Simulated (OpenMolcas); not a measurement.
**How basis sets differ on BCl (SMILES [B]Cl)**

BCl has 2 atoms, charge 0, and is taken as a singlet. As SMILES, `[B]Cl`. The shape is that of a PBE0-D4/def2-TZVP optimisation.

```tsv
atom	x (Å)	y (Å)	z (Å)
B	0.0000	0.0000	-0.0697
Cl	0.0000	0.0000	1.6482
```

Quantity: the vertical ionisation energy (to the doublet cation), in eV. The values are calculated.

```csv
level,kind,program,value (eV),CPU time (all runs)
KT2/cc-pVDZ,GGA,OpenMolcas,9.86,6.5 s
KT2/cc-pCVDZ,GGA,OpenMolcas,9.82,7.2 s
KT2/cc-pVTZ,GGA,OpenMolcas,9.82,11 s
KT2/cc-pCVTZ,GGA,OpenMolcas,9.81,22 s
```

The values span 9.81 to 9.86 eV. CPU times are rough (shared hosts, several kinds of processor): they show what a rung costs within a factor of a few.
